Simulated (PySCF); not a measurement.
# Spin–spin coupling constants

Geometry (Å), atoms numbered from 1 in this order:
```xyz
7

C    -0.5718    0.0399   -0.0015
N     0.8528    0.1068    0.2753
H    -1.0635   -0.4693    0.8268
H    -0.8304   -0.4846   -0.9329
H    -0.9609    1.0559   -0.0603
H     1.2422   -0.8276    0.3448
H     1.3349    0.5839   -0.4793
```

Method: B3LYP/pcJ-1//GFN2-xTB, PySCF 2.14; isolated molecule, single conformer, non-relativistic. Couplings are averaged over pairs made equivalent by symmetry, fast rotation or ring inversion, so a value needn't be that of the named pair in this geometry, while other rotamers aren't included; one pair stands for each set, and the list holds those of at least 0.8 Hz over up to four bonds.

Isotopes: ¹³C, ¹H, ¹⁵N.

| pair | bonds | J (Hz) |
| --- | --- | --- |
| C1, N2 | 1 | -4.3 |
| C1, H3 | 1 | 137.4 |
| N2, H6 | 1 | ? |
| C1, H6 | 2 | -2.5 |
| N2, H3 | 2 | -1.8 |
| H3, H4 | 2 | ? |
| H6, H7 | 2 | -8.3 |
| H3, H6 | 3 | 7.8 |

Question: Estimate the withheld couplings, with signs.

Answer: 
- ¹J(N2,H6) = -65.7 Hz (bond length 1.015 Å)
- ²J(H3,H4) = -11.5 Hz (mean over equivalent pairs that range from -14.4 to -10.1 Hz in this conformer)
